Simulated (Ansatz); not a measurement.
Geometry optimisation, RKS B3LYP-D4/def2-SVP in Ansatz.

input.yaml

```yaml
crystal:
  periodic: [false, false, false]
  atoms:
    - { symbol: C, position_ang: [-0.5625, -0.062, -1.6673] }
    - { symbol: C, position_ang: [-0.2356, 0.477, -0.3277] }
    - { symbol: S, position_ang: [-1.3431, 0.1787, 0.9719] }
    - { symbol: C, position_ang: [0.3391, -0.4625, 0.716] }
    - { symbol: "N", position_ang: [1.2457, -0.0469, 1.6938] }
    - { symbol: H, position_ang: [-1.3384, 0.6729, -2.1452] }
    - { symbol: H, position_ang: [0.3008, -0.0469, -2.3192] }
    - { symbol: H, position_ang: [-1.0045, -1.0068, -1.6646] }
    - { symbol: H, position_ang: [0.2007, 1.4904, -0.3264] }
    - { symbol: H, position_ang: [0.3025, -1.5264, 0.4855] }
    - { symbol: H, position_ang: [0.9875, 0.8962, 2.0582] }
    - { symbol: H, position_ang: [1.185, -0.6191, 2.5589] }
basis:
  gaussian: { orbitals: def2-SVP }
hamiltonian:
  xc: b3lyp
  dispersion: d4
relax:
  f_tol: 0.015
  max_steps: 40
```

Launched with:

```bash
$ ansatz run input.yaml --threads 2 --pin off --max-ram 3072MiB --backend cpu --events-out ev --progress --plain --runs-dir out
```

Problem. Where does it end, and by what steps?

Solution. The run converged. After 7 steps the energy has fallen by 0.572 eV; S3 moved furthest, 0.24 Å.

| step | energy less start (eV) | largest force component (eV/Å) | accepted |
| --- | --- | --- | --- |
| 0 | 0.0000 | 3.438 | yes |
| 1 | -0.4733 | 1.042 | yes |
| 2 | -0.5166 | 0.540 | yes |
| 3 | -0.5642 | 0.265 | yes |
| 4 | -0.5693 | 0.212 | yes |
| 5 | -0.5720 | 0.038 | yes |
| 6 | -0.5723 | 0.018 | yes |
| 7 | -0.5723 | 0.010 | yes |

```xyz
12
Properties=species:S:1:pos:R:3
C -0.536 -0.018 -1.678
C -0.284 0.470 -0.270
S -1.582 0.158 1.003
C 0.212 -0.444 0.771
N 1.251 -0.060 1.637
H -1.259 0.632 -2.194
H 0.401 -0.018 -2.261
H -0.947 -1.039 -1.670
H 0.128 1.487 -0.218
H 0.235 -1.510 0.518
H 1.180 0.917 1.915
H 1.279 -0.630 2.481
```

Run time: 22 s on 2 threads of Arm Neoverse V2 (shared host), peak memory 0.24 GiB.
